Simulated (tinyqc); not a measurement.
Worked calculation: UHF in the sto-3g basis, for LiH, spin multiplicity 3. This run ends on a higher stationary point, not on the lowest solution. One step of it, computed by the program tinyqc.

Question. Iteration 1: diagonalisation and new density. Diagonalise F' = X^T F X, C = X C', fill 3 alpha and 1 beta electrons from the bottom; D(s) = C_occ C_occ^T. Each column has its largest component positive (the first on a tie).

F(alpha) (hartree):
```
            1Li 1s     1Li 2s   1Li 2px   1Li 2py    1Li 2pz      2H 1s
1Li 1s   -2.260949  -0.636937  0.000000  0.000000   0.003516  -0.013560
1Li 2s   -0.636937  -0.163078  0.000000  0.000000  -0.099692  -0.155997
1Li 2px   0.000000   0.000000  0.003483  0.111141   0.000000   0.000000
1Li 2py   0.000000   0.000000  0.111141  0.142809   0.000000   0.000000
1Li 2pz   0.003516  -0.099692  0.000000  0.000000   0.045683  -0.229273
2H 1s    -0.013560  -0.155997  0.000000  0.000000  -0.229273  -0.390410
```

F(beta) (hartree):
```
            1Li 1s     1Li 2s    1Li 2px    1Li 2py    1Li 2pz      2H 1s
1Li 1s   -2.245249  -0.619777   0.000000   0.000000   0.002341  -0.012527
1Li 2s   -0.619777  -0.028955   0.000000   0.000000  -0.003234  -0.041581
1Li 2px   0.000000   0.000000   0.260215  -0.014293   0.000000   0.000000
1Li 2py   0.000000   0.000000  -0.014293   0.242297   0.000000   0.000000
1Li 2pz   0.002341  -0.003234   0.000000   0.000000   0.225983  -0.053434
2H 1s    -0.012527  -0.041581   0.000000   0.000000  -0.053434   0.021824
```

X:
```
            1Li 1s     1Li 2s   1Li 2px   1Li 2py    1Li 2pz      2H 1s
1Li 1s    1.023143  -0.127108  0.000000  0.000000  -0.002854   0.013715
1Li 2s   -0.127108   1.033756  0.000000  0.000000   0.016148  -0.087082
1Li 2px   0.000000   0.000000  1.000000  0.000000   0.000000   0.000000
1Li 2py   0.000000   0.000000  0.000000  1.000000   0.000000   0.000000
1Li 2pz  -0.002854   0.016148  0.000000  0.000000   1.023753  -0.128806
2H 1s     0.013715  -0.087082  0.000000  0.000000  -0.128806   1.034266
```

Give: F' = X^T F X; orbital energies; coefficients C; F' = X^T F X; orbital energies; coefficients C; D(alpha) after iteration 1; D(beta) after iteration 1.

Answer.

F' = X^T F X (alpha) (hartree):
```
        1       2      3      4       5       6
1  -2.204  -0.370  0.000  0.000   0.009   0.024
2  -0.370  -0.021  0.000  0.000  -0.068  -0.121
3   0.000   0.000  0.003  0.111   0.000   0.000
4   0.000   0.000  0.111  0.143   0.000   0.000
5   0.009  -0.068  0.000  0.000   0.099  -0.196
6   0.024  -0.121  0.000  0.000  -0.196  -0.330
```

orbital energies (alpha) (hartree): MO1 -2.265, MO2 -0.447, MO3 -0.058, MO4 0.077, MO5 0.179, MO6 0.204

coefficients C (alpha):
```
            MO1     MO2     MO3     MO4     MO5    MO6
1Li 1s    0.989  -0.068   0.000  -0.281   0.045  0.000
1Li 2s    0.043   0.217   0.000   1.011  -0.148  0.000
1Li 2px   0.000   0.000   0.875   0.000   0.000  0.484
1Li 2py   0.000   0.000  -0.484   0.000   0.000  0.875
1Li 2pz   0.001   0.253   0.000   0.135   0.991  0.000
2H 1s    -0.003   0.853   0.000  -0.427  -0.428  0.000
```

F' = X^T F X (beta) (hartree):
```
        1       2       3       4       5       6
1  -2.190  -0.370   0.000   0.000  -0.001   0.017
2  -0.370   0.103   0.000   0.000   0.012  -0.056
3   0.000   0.000   0.260  -0.014   0.000   0.000
4   0.000   0.000  -0.014   0.242   0.000   0.000
5  -0.001   0.012   0.000   0.000   0.251  -0.091
6   0.017  -0.056   0.000   0.000  -0.091   0.049
```

orbital energies (beta) (hartree): MO1 -2.248, MO2 -0.001, MO3 0.168, MO4 0.234, MO5 0.268, MO6 0.295

coefficients C (beta):
```
            MO1     MO2     MO3    MO4     MO5     MO6
1Li 1s    0.991  -0.070  -0.264  0.000   0.000  -0.080
1Li 2s    0.035   0.236   0.970  0.000   0.000   0.308
1Li 2px   0.000   0.000   0.000  0.484   0.875   0.000
1Li 2py   0.000   0.000   0.000  0.875  -0.484   0.000
1Li 2pz   0.000   0.207  -0.310  0.000   0.000   0.962
2H 1s    -0.004   0.867  -0.229  0.000   0.000  -0.538
```

D(alpha) after iteration 1:
```
         1Li 1s  1Li 2s  1Li 2px  1Li 2py  1Li 2pz   2H 1s
1Li 1s    0.982   0.028    0.000    0.000   -0.017  -0.061
1Li 2s    0.028   0.049    0.000    0.000    0.055   0.185
1Li 2px   0.000   0.000    0.766   -0.424    0.000   0.000
1Li 2py   0.000   0.000   -0.424    0.234    0.000   0.000
1Li 2pz  -0.017   0.055    0.000    0.000    0.064   0.216
2H 1s    -0.061   0.185    0.000    0.000    0.216   0.728
```

D(beta) after iteration 1:
```
         1Li 1s  1Li 2s  1Li 2px  1Li 2py  1Li 2pz   2H 1s
1Li 1s    0.982   0.035    0.000    0.000    0.000  -0.004
1Li 2s    0.035   0.001    0.000    0.000    0.000   0.000
1Li 2px   0.000   0.000    0.000    0.000    0.000   0.000
1Li 2py   0.000   0.000    0.000    0.000    0.000   0.000
1Li 2pz   0.000   0.000    0.000    0.000    0.000   0.000
2H 1s    -0.004   0.000    0.000    0.000    0.000   0.000
```
